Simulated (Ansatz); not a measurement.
## Ansatz (development build ahead of 0.2.0) run

```yaml
crystal:
  periodic: [false, false, false]
  atoms:
    - { symbol: C, position_ang: [0.84998, -0.02402, 0.03804] }
    - { symbol: C, position_ang: [-0.48372, 0.74097, -0.00407] }
    - { symbol: C, position_ang: [-0.42656, -0.73618, -0.04537] }
    - { symbol: H, position_ang: [1.47797, -0.0283, 0.85929] }
    - { symbol: H, position_ang: [1.49138, 0.04106, -0.90102] }
    - { symbol: H, position_ang: [-0.7926, 1.27654, -0.89011] }
    - { symbol: H, position_ang: [-0.7076, 1.29944, 0.87681] }
    - { symbol: H, position_ang: [-0.723, -1.33701, 0.85618] }
    - { symbol: H, position_ang: [-0.72588, -1.27676, -0.90382] }
basis:
  gaussian: { orbitals: def2-SVP }
hamiltonian:
  xc: hf
correlation:
  method: mp2
  frozen_orbitals: { C: 1, H: 0 }
```

The input is written out in the form of the current development build from the run's settings.

Results

```
Converged                       : yes
Reference energy                : -116.96524 hartree
Correlation energy              : -0.42319 hartree
Total energy                    : -117.38843 hartree
Spin squared of the determinant : 0.000
```
